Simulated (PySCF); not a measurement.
**Ways to converge the SCF of AlH4⁻**

The same problem is solved with other solver options, one edit a run.

Computed with PySCF 2.14.0. Level: method and basis as typed in the scripts.

1 further run of the same task is left out (it didn't finish).

### Step 1. The system as given

AlH4⁻: 5 atoms, charge -1, spin multiplicity 1.

Bond lengths: Al1–H2 1.696 Å, Al1–H3 1.696 Å, Al1–H4 1.696 Å, Al1–H5 1.696 Å. Angles: H2–Al1–H3 109.5°, H2–Al1–H4 109.5°, H2–Al1–H5 109.5°, H3–Al1–H4 109.5°, H3–Al1–H5 109.5°, H4–Al1–H5 109.5°.

### Step 2. The base run

input.py reads:

```python
from pyscf import gto, scf, cc

mol = gto.M(
    atom='Al 0 0 0; H 1.3845 0 0.979; H -1.3845 0 0.979; H 0 1.3846 -0.979; H 0 -1.3845 -0.979',
    basis='sto-3g',
    charge=-1,
    spin=0,
    verbose=4,
)
mf = scf.RHF(mol)
mf.kernel()
mycc = cc.CCSD(mf, frozen=5)
mycc.kernel()
mf.dip_moment()
print('orbital energies (hartree):', mf.mo_energy[..., max(0, mol.nelec[1]-3):mol.nelec[0]+3].round(4))
```

Launch:

```sh
$ python input.py
```

Its log is not repeated here.

It gives: E(SCF) = -241.119954 Eh, 5 cycles, E(CCSD) − E(SCF) = -0.06555 Eh.

The dipole of an ion depends on the origin.

### Step 3. Smearing width 0.001 hartree

Edit 1 changes smearing width: none → 0.001 hartree; step after the SCF: ccsd → none.

input.py reads:

```python
from pyscf import gto, scf

mol = gto.M(
    atom='Al 0 0 0; H 1.3845 0 0.979; H -1.3845 0 0.979; H 0 1.3846 -0.979; H 0 -1.3845 -0.979',
    basis='sto-3g',
    charge=-1,
    spin=0,
    verbose=4,
)
mf = scf.RHF(mol)
mf = scf.addons.smearing_(mf, sigma=0.001, method='fermi')
mf.kernel()
mf.dip_moment()
print('orbital energies (hartree):', mf.mo_energy[..., max(0, mol.nelec[1]-3):mol.nelec[0]+3].round(4))
```

Launch:

```sh
$ python input.py
```

### Step 4. Damping 0.5

Edit 2 changes damping: none → 0.5.

input.py: that of step 2 with these lines changed.

```diff
@@ -10,2 +10,4 @@
 mf = scf.RHF(mol)
+mf.damp = 0.5
+mf.diis_start_cycle = 8
 mf.kernel()
```

### Step 5. Damping 0.2

Edit 3 changes damping: none → 0.2.

input.py: that of step 2 with these lines changed.

```diff
@@ -10,2 +10,4 @@
 mf = scf.RHF(mol)
+mf.damp = 0.2
+mf.diis_start_cycle = 8
 mf.kernel()
```

**Question.** What will these runs give? Wanted: for each run, E(SCF); from base; gap; after the SCF.

As calculated:

```
                         run  E(SCF) (hartree)  from base (eV)  cycles  gap (eV)                            after the SCF
                        base       -241.119954               0       5     21.65  CCSD correlation -1.784 eV, core frozen
smearing width 0.001 hartree       -241.119954          0.0000       5       n/a                                      n/a
                 damping 0.5       -241.119954          0.0000      11     21.65  CCSD correlation -1.784 eV, core frozen
                 damping 0.2       -241.119954          0.0000      11     21.65  CCSD correlation -1.784 eV, core frozen
```

Distance from each run's final energy (log10 hartree) by cycle:

```
                         run  cycle 1  cycle 2  cycle 3  cycle 5  cycle 8  cycle 12
                        base     -2.0     -3.2     -6.9    < -11     done      done
smearing width 0.001 hartree     -2.0     -3.2     -6.9    < -11     done      done
                 damping 0.5     -2.0     -2.4     -2.8     -3.6     -5.6      done
                 damping 0.2     -2.0     -2.8     -3.6     -5.1     -7.8      done
```

What this shows: The SCF energy stays the same, to the digits that matter, with smearing width 0.001 hartree or damping 0.5 or damping 0.2. The base needs 5 cycles and the run with damping 0.5 needs 11.
